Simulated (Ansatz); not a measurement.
# CH2Al (quartet): B2PLYP, RPA-PBE over vertical spin and charge gaps, 6-31G

How well do these functionals follow the top wave-function level for CH2Al (quartet) over vertical spin and charge gaps?

Method: 6-31G, all electrons in the functionals, frozen cores in the correlation of double hybrids and RPA; program: Ansatz 0.2.0, Gaussian basis.

To be run: B2PLYP, RPA-PBE, at charge 0, quartet; charge 0, doublet; charge 0, sextet; charge 1, triplet; charge 1, quintet.

13 further runs of the same task are left out: 4 that didn't finish, 9 set aside as unsound or not needed.

**1. What is computed**

The geometry is a PBE0/def2-TZVP stationary point (not a proven minimum).

4 atoms, charge 0, spin multiplicity 4.

Atoms are counted from 1 here; the program's logs count them from 0.

Bond lengths: Al1–C2 1.925 Å, Al1–H3 1.580 Å, Al1–H4 1.580 Å. Angles: C2–Al1–H3 117.7°, C2–Al1–H4 117.7°, H3–Al1–H4 124.6°.

No dispersion term is added.

The geometry shown and the zero of energy belong to the point charge 0, quartet. The yardstick, FCI, and other wave-function levels (R restricted, U unrestricted, valence and pair active spaces) come from earlier runs.

**2. B2PLYP, charge 0, quartet**

File in.yaml:

```yaml
crystal:
  periodic: [false, false, false]
  atoms:
    - {symbol: Al, position_ang: [0.000000, 0.000000, 0.527635]}
    - {symbol: C, position_ang: [0.000000, 0.000000, -1.397228]}
    - {symbol: H, position_ang: [0.000000, 1.398998, 1.262610]}
    - {symbol: H, position_ang: [0.000000, -1.398998, 1.262610]}
basis:
  gaussian: {orbitals: 6-31G}
magnetization: {spin_polarized: true, initial_magnetization: 3}
hamiltonian: {xc: {name: B2PLYP}}
correlation: {electrons: outside_noble_gas}
```

Started as:

```bash
$ ansatz run in.yaml --threads 1 --pin off --events-out ev --progress --plain --max-ram 2393MiB
```

Standard output:

```text
Functional definition: B2PLYP
  name "B2PLYP"
  cite "Grimme, J. Chem. Phys. 124, 034108 (2006) doi:10.1063/1.2148954"
  cite "Becke, Phys. Rev. A 38, 3098 (1988) doi:10.1103/PhysRevA.38.3098"
  cite "Lee, Yang & Parr, Phys. Rev. B 37, 785 (1988) doi:10.1103/PhysRevB.37.785"
  parameter a = 0.53
  parameter c = 0.27
  exchange = (1 - a)*b88_x + a*exact_x
  correlation = (1 - c)*lyp_c + c*(mp2_os + mp2_ss)
329 factors; integrals over basis functions are off by at most 1.5e-4 eV
mean field evaluation 1: about -7653.0078 eV, gradient 7.4e0 eV
mean field evaluation 2: about -7653.0096 eV, gradient 7.4e0 eV
mean field evaluation 4: about -7653.6300 eV, gradient 1.1e0 eV
mean field evaluation 8: about -7653.6586 eV, gradient 1.9e-2 eV
mean field evaluation 16: about -7653.6586 eV, gradient 8.5e-6 eV
mean field -7653.65859708 eV, -281.2667656066 hartree, gradient 8.5e-6 eV, S^2 3.753129; 0 other end points of the search recorded, 0 dependent functions left out
6 core orbitals not correlated: weight in the atoms' cores, before any rotation towards them, 1.000 or more for the frozen orbitals, at most 0.000 for the correlated occupied ones
reference -7653.65873755 eV, -281.2667707686 hartree; 6, 3 occupied and 14, 17 virtual orbitals, 329 factors
second order -2.30413370 eV of doubles, -0.00000000 eV of singles
Total energy: -7654.28085364 eV, -281.2896331135 hartree
```

It took 0.6 s on 1 thread of Intel Xeon Platinum 8488C, shared host.

From the report: ⟨S²⟩ of the determinant 3.753 (pure quartet: 3.75).

**3. B2PLYP, charge 0, doublet**

in.yaml, as its differences from that of step 2:

```diff
@@ -9,3 +9,3 @@
   gaussian: {orbitals: 6-31G}
-magnetization: {spin_polarized: true, initial_magnetization: 3}
+magnetization: {spin_polarized: true, initial_magnetization: 1}
 hamiltonian: {xc: {name: B2PLYP}}
```

Launched as before.

Standard output, shortened:

```text
Functional definition: B2PLYP
  name "B2PLYP"
  cite "Grimme, J. Chem. Phys. 124, 034108 (2006) doi:10.1063/1.2148954"
  cite "Becke, Phys. Rev. A 38, 3098 (1988) doi:10.1103/PhysRevA.38.3098"
  cite "Lee, Yang & Parr, Phys. Rev. B 37, 785 (1988) doi:10.1103/PhysRevB.37.785"
[...]
329 factors; integrals over basis functions are off by at most 1.5e-4 eV
[...]
mean field -7653.01939338 eV, -281.2432753040 hartree, gradient 2.3e-6 eV, S^2 1.461857; 7 other end points of the search recorded, 0 dependent functions left out
6 core orbitals not correlated: weight in the atoms' cores, before any rotation towards them, 1.000 or more for the frozen orbitals, at most 0.000 for the correlated occupied ones
reference -7653.01953239 eV, -281.2432804124 hartree; 5, 4 occupied and 15, 16 virtual orbitals, 329 factors
second order -2.52846255 eV of doubles, -0.00000000 eV of singles
Total energy: -7653.70221728 eV, -281.2683686193 hartree
```

It took 2 s on 1 thread of Intel Xeon Platinum 8488C, shared host.

From the report: ⟨S²⟩ of the determinant 1.462 (pure doublet: 0.75). The determinant is far from a pure spin state, so its energy mixes those of several spin states (harmless only where they are near-degenerate, as at dissociation).

From charge 0, quartet: +13.3 kcal/mol.

**4. B2PLYP, charge 0, sextet**

in.yaml, as its differences from that of step 3:

```diff
@@ -9,3 +9,3 @@
   gaussian: {orbitals: 6-31G}
-magnetization: {spin_polarized: true, initial_magnetization: 1}
+magnetization: {spin_polarized: true, initial_magnetization: 5}
 hamiltonian: {xc: {name: B2PLYP}}
```

Same command.

Standard output, shortened:

```text
Functional definition: B2PLYP
  name "B2PLYP"
  cite "Grimme, J. Chem. Phys. 124, 034108 (2006) doi:10.1063/1.2148954"
  cite "Becke, Phys. Rev. A 38, 3098 (1988) doi:10.1103/PhysRevA.38.3098"
  cite "Lee, Yang & Parr, Phys. Rev. B 37, 785 (1988) doi:10.1103/PhysRevB.37.785"
[...]
329 factors; integrals over basis functions are off by at most 1.5e-4 eV
[...]
mean field -7647.64641711 eV, -281.0458220678 hartree, gradient 1.9e-6 eV, S^2 8.774639; 0 other end points of the search recorded, 0 dependent functions left out
6 core orbitals not correlated: weight in the atoms' cores, before any rotation towards them, 1.000 or more for the frozen orbitals, at most 0.000 for the correlated occupied ones
reference -7647.64656842 eV, -281.0458276285 hartree; 7, 2 occupied and 13, 18 virtual orbitals, 329 factors
second order -2.08403303 eV of doubles, -0.00000000 eV of singles
Total energy: -7648.20925734 eV, -281.0665060648 hartree
```

It took 0.63 s on 1 thread of Intel Xeon Platinum 8488C, shared host.

From the report: ⟨S²⟩ of the determinant 8.775 (pure sextet: 8.75).

From charge 0, quartet: +140.0 kcal/mol.

**5. B2PLYP, charge 1, triplet**

in.yaml, as its differences from that of step 4:

```diff
@@ -9,3 +9,4 @@
   gaussian: {orbitals: 6-31G}
-magnetization: {spin_polarized: true, initial_magnetization: 5}
+total_charge: 1
+magnetization: {spin_polarized: true, initial_magnetization: 2}
 hamiltonian: {xc: {name: B2PLYP}}
```

The command is unchanged.

Standard output, shortened:

```text
Functional definition: B2PLYP
  name "B2PLYP"
  cite "Grimme, J. Chem. Phys. 124, 034108 (2006) doi:10.1063/1.2148954"
  cite "Becke, Phys. Rev. A 38, 3098 (1988) doi:10.1103/PhysRevA.38.3098"
  cite "Lee, Yang & Parr, Phys. Rev. B 37, 785 (1988) doi:10.1103/PhysRevB.37.785"
[...]
329 factors; integrals over basis functions are off by at most 1.5e-4 eV
[...]
mean field -7644.27777015 eV, -280.9220265756 hartree, gradient 4.2e-6 eV, S^2 2.008920; 4 other end points of the search recorded, 0 dependent functions left out
6 core orbitals not correlated: weight in the atoms' cores, before any rotation towards them, 1.000 or more for the frozen orbitals, at most 0.000 for the correlated occupied ones
reference -7644.27790466 eV, -280.9220315186 hartree; 5, 3 occupied and 15, 17 virtual orbitals, 329 factors
second order -2.34990949 eV of doubles, -0.00000000 eV of singles
Total energy: -7644.91238022 eV, -280.9453480655 hartree
```

It took 0.99 s on 1 thread of Intel Xeon Platinum 8488C, shared host.

From the report: ⟨S²⟩ of the determinant 2.009 (pure triplet: 2.00).

From charge 0, quartet: +216.0 kcal/mol.

**6. B2PLYP, charge 1, quintet**

in.yaml, as its differences from that of step 5:

```diff
@@ -10,3 +10,3 @@
 total_charge: 1
-magnetization: {spin_polarized: true, initial_magnetization: 2}
+magnetization: {spin_polarized: true, initial_magnetization: 4}
 hamiltonian: {xc: {name: B2PLYP}}
```

Launched as before.

Standard output, shortened:

```text
Functional definition: B2PLYP
  name "B2PLYP"
  cite "Grimme, J. Chem. Phys. 124, 034108 (2006) doi:10.1063/1.2148954"
  cite "Becke, Phys. Rev. A 38, 3098 (1988) doi:10.1103/PhysRevA.38.3098"
  cite "Lee, Yang & Parr, Phys. Rev. B 37, 785 (1988) doi:10.1103/PhysRevB.37.785"
[...]
329 factors; integrals over basis functions are off by at most 1.5e-4 eV
[...]
mean field -7642.28104959 eV, -280.8486484484 hartree, gradient 1.6e-6 eV, S^2 6.040217; 0 other end points of the search recorded, 0 dependent functions left out
6 core orbitals not correlated: weight in the atoms' cores, before any rotation towards them, 1.000 or more for the frozen orbitals, at most 0.000 for the correlated occupied ones
reference -7642.28118984 eV, -280.8486536024 hartree; 6, 2 occupied and 14, 18 virtual orbitals, 329 factors
second order -2.15048074 eV of doubles, -0.00000000 eV of singles
Total energy: -7642.86181964 eV, -280.8699913540 hartree
```

Run time: 0.6 s. Hardware: 1 thread of Intel Xeon Platinum 8488C, shared host.

From the report: ⟨S²⟩ of the determinant 6.040 (pure quintet: 6.00).

From charge 0, quartet: +263.3 kcal/mol.

**7. RPA-PBE, charge 0, quartet**

in.yaml, as its differences from that of step 6:

```diff
@@ -9,5 +9,4 @@
   gaussian: {orbitals: 6-31G}
-total_charge: 1
-magnetization: {spin_polarized: true, initial_magnetization: 4}
-hamiltonian: {xc: {name: B2PLYP}}
-correlation: {electrons: outside_noble_gas}
+magnetization: {spin_polarized: true, initial_magnetization: 3}
+hamiltonian: {xc: {name: PBE}}
+correlation: {method: rpa, electrons: outside_noble_gas}
```

Same command.

Standard output, shortened:

```text
Functional definition: PBE
  name "PBE"
  cite "Perdew, Burke & Ernzerhof, Phys. Rev. Lett. 77, 3865 (1996) doi:10.1103/PhysRevLett.77.3865"
  parent pbe
[...]
329 factors; integrals over basis functions are off by at most 1.5e-4 eV
[...]
mean field -7653.95231949 eV, -281.2775597061 hartree, gradient 1.8e-6 eV, S^2 3.751655; 0 other end points of the search recorded, 0 dependent functions left out
6 core orbitals not correlated: weight in the atoms' cores, before any rotation towards them, 1.000 or more for the frozen orbitals, at most 0.000 for the correlated occupied ones
reference -7639.29615490 eV, -280.7389555918 hartree; 6, 3 occupied and 14, 17 virtual orbitals, 329 factors
Total energy: -7643.90041198 eV, -280.9081589183 hartree
```

Run time: 0.63 s. Hardware: 1 thread of Intel Xeon Platinum 8488C, shared host.

From the report: ⟨S²⟩ of the determinant 3.752 (pure quartet: 3.75).

**8. RPA-PBE, charge 0, doublet**

in.yaml, as its differences from that of step 7:

```diff
@@ -9,3 +9,3 @@
   gaussian: {orbitals: 6-31G}
-magnetization: {spin_polarized: true, initial_magnetization: 3}
+magnetization: {spin_polarized: true, initial_magnetization: 1}
 hamiltonian: {xc: {name: PBE}}
```

The command is unchanged.

Standard output, shortened:

```text
Functional definition: PBE
  name "PBE"
  cite "Perdew, Burke & Ernzerhof, Phys. Rev. Lett. 77, 3865 (1996) doi:10.1103/PhysRevLett.77.3865"
  parent pbe
[...]
329 factors; integrals over basis functions are off by at most 1.5e-4 eV
[...]
mean field -7653.50144535 eV, -281.2609903872 hartree, gradient 3.6e-6 eV, S^2 1.439108; 20 other end points of the search recorded, 0 dependent functions left out
6 core orbitals not correlated: weight in the atoms' cores, before any rotation towards them, 1.000 or more for the frozen orbitals, at most 0.000 for the correlated occupied ones
reference -7637.98889791 eV, -280.6909147834 hartree; 5, 4 occupied and 15, 16 virtual orbitals, 329 factors
Total energy: -7643.20629623 eV, -280.8826506353 hartree
```

Wall time 5.5 s (1 thread of Intel Xeon Platinum 8488C, shared host).

From the report: ⟨S²⟩ of the determinant 1.439 (pure doublet: 0.75). The determinant is far from a pure spin state, so its energy mixes those of several spin states (harmless only where they are near-degenerate, as at dissociation).

From charge 0, quartet: +16.0 kcal/mol.

**9. RPA-PBE, charge 0, sextet**

in.yaml, as its differences from that of step 8:

```diff
@@ -9,3 +9,3 @@
   gaussian: {orbitals: 6-31G}
-magnetization: {spin_polarized: true, initial_magnetization: 1}
+magnetization: {spin_polarized: true, initial_magnetization: 5}
 hamiltonian: {xc: {name: PBE}}
```

Same command.

Standard output, shortened:

```text
Functional definition: PBE
  name "PBE"
  cite "Perdew, Burke & Ernzerhof, Phys. Rev. Lett. 77, 3865 (1996) doi:10.1103/PhysRevLett.77.3865"
  parent pbe
[...]
329 factors; integrals over basis functions are off by at most 1.5e-4 eV
[...]
mean field -7648.27433432 eV, -281.0688975999 hartree, gradient 2.2e-6 eV, S^2 8.755006; 8 other end points of the search recorded, 0 dependent functions left out
6 core orbitals not correlated: weight in the atoms' cores, before any rotation towards them, 1.000 or more for the frozen orbitals, at most 0.000 for the correlated occupied ones
reference -7633.54476601 eV, -280.5275959482 hartree; 7, 2 occupied and 13, 18 virtual orbitals, 329 factors
Total energy: -7638.27272525 eV, -280.7013452456 hartree
```

Run time: 2.4 s. Hardware: 1 thread of Intel Xeon Platinum 8488C, shared host.

From the report: ⟨S²⟩ of the determinant 8.755 (pure sextet: 8.75).

From charge 0, quartet: +129.8 kcal/mol.

**10. RPA-PBE, charge 1, triplet**

in.yaml, as its differences from that of step 9:

```diff
@@ -9,3 +9,4 @@
   gaussian: {orbitals: 6-31G}
-magnetization: {spin_polarized: true, initial_magnetization: 5}
+total_charge: 1
+magnetization: {spin_polarized: true, initial_magnetization: 2}
 hamiltonian: {xc: {name: PBE}}
```

Same command.

Standard output, shortened:

```text
Functional definition: PBE
  name "PBE"
  cite "Perdew, Burke & Ernzerhof, Phys. Rev. Lett. 77, 3865 (1996) doi:10.1103/PhysRevLett.77.3865"
  parent pbe
[...]
329 factors; integrals over basis functions are off by at most 1.5e-4 eV
[...]
mean field -7644.60890666 eV, -280.9341956176 hartree, gradient 5.3e-6 eV, S^2 2.090701; 7 other end points of the search recorded, 0 dependent functions left out
6 core orbitals not correlated: weight in the atoms' cores, before any rotation towards them, 1.000 or more for the frozen orbitals, at most 0.000 for the correlated occupied ones
reference -7629.49041329 eV, -280.3786012342 hartree; 5, 3 occupied and 15, 17 virtual orbitals, 329 factors
Total energy: -7634.93972934 eV, -280.5788599053 hartree
```

Run time: 1.9 s. Hardware: 1 thread of Intel Xeon Platinum 8488C, shared host.

From the report: ⟨S²⟩ of the determinant 2.091 (pure triplet: 2.00).

From charge 0, quartet: +206.6 kcal/mol.

**11. RPA-PBE, charge 1, quintet**

in.yaml, as its differences from that of step 10:

```diff
@@ -10,3 +10,3 @@
 total_charge: 1
-magnetization: {spin_polarized: true, initial_magnetization: 2}
+magnetization: {spin_polarized: true, initial_magnetization: 4}
 hamiltonian: {xc: {name: PBE}}
```

The command is unchanged.

Standard output, shortened:

```text
Functional definition: PBE
  name "PBE"
  cite "Perdew, Burke & Ernzerhof, Phys. Rev. Lett. 77, 3865 (1996) doi:10.1103/PhysRevLett.77.3865"
  parent pbe
[...]
329 factors; integrals over basis functions are off by at most 1.5e-4 eV
[...]
mean field -7642.63000211 eV, -280.8614722169 hartree, gradient 3.8e-6 eV, S^2 6.009609; 2 other end points of the search recorded, 0 dependent functions left out
6 core orbitals not correlated: weight in the atoms' cores, before any rotation towards them, 1.000 or more for the frozen orbitals, at most 0.000 for the correlated occupied ones
reference -7628.22419080 eV, -280.3320684157 hartree; 6, 2 occupied and 14, 18 virtual orbitals, 329 factors
Total energy: -7632.98890685 eV, -280.5071685010 hartree
```

Run time: 1.3 s. Hardware: 1 thread of Intel Xeon Platinum 8488C, shared host.

From the report: ⟨S²⟩ of the determinant 6.010 (pure quintet: 6.00).

From charge 0, quartet: +251.6 kcal/mol.

**12. The comparison**

The yardstick is full CI for this spin, exact in this basis with these frozen cores. It comes from earlier runs at the same points. Energies in kcal/mol, counted from charge 0, quartet; blanks weren't run or aren't comparable.

| level | quartet to doublet | quartet to sextet | ionisation to the triplet cation | ionisation to the quintet cation |
| --- | --- | --- | --- | --- |
| FCI |  | 136.2 | 211.2 | 255.7 |
| B2PLYP | 13.3 | 140.0 | 216.0 | 263.3 |
| RPA-PBE | 16.0 | 129.8 | 206.6 | 251.6 |

Largest miss and mean time a point (FCI took 98 s a point; shared hosts):

| level | largest miss (kcal/mol) | where | time a point |
| --- | --- | --- | --- |
| B2PLYP | +7.6 | ionisation to the quintet cation | 0.96 s |
| RPA-PBE | -6.4 | quartet to sextet | 2.3 s |

**13. Results**

| quantity | value |
| --- | --- |
| quartet to sextet, FCI | 136.2 kcal/mol |
| ionisation to the triplet cation, FCI | 211.2 kcal/mol |
| ionisation to the quintet cation, FCI | 255.7 kcal/mol |
| largest miss, B2PLYP | +7.6 kcal/mol (ionisation to the quintet cation) |
| largest miss, RPA-PBE | -6.4 kcal/mol (quartet to sextet) |

What this shows: Misses are known at 3 of 4 points at best, and only functionals with that many are ranked. Of the functionals, RPA-PBE keep the smallest largest miss at the points compared (at most 6.4 kcal/mol) and B2PLYP strays most (7.6 kcal/mol, at ionisation to the quintet cation). B2PLYP, RPA-PBE clearly break the spin symmetry at some points (⟨S²⟩ up to 0.71 above the pure value), so energy there is bought with a mixed spin. Functionals and the yardstick converge differently with the basis, so part of each miss in 6-31G is the basis.
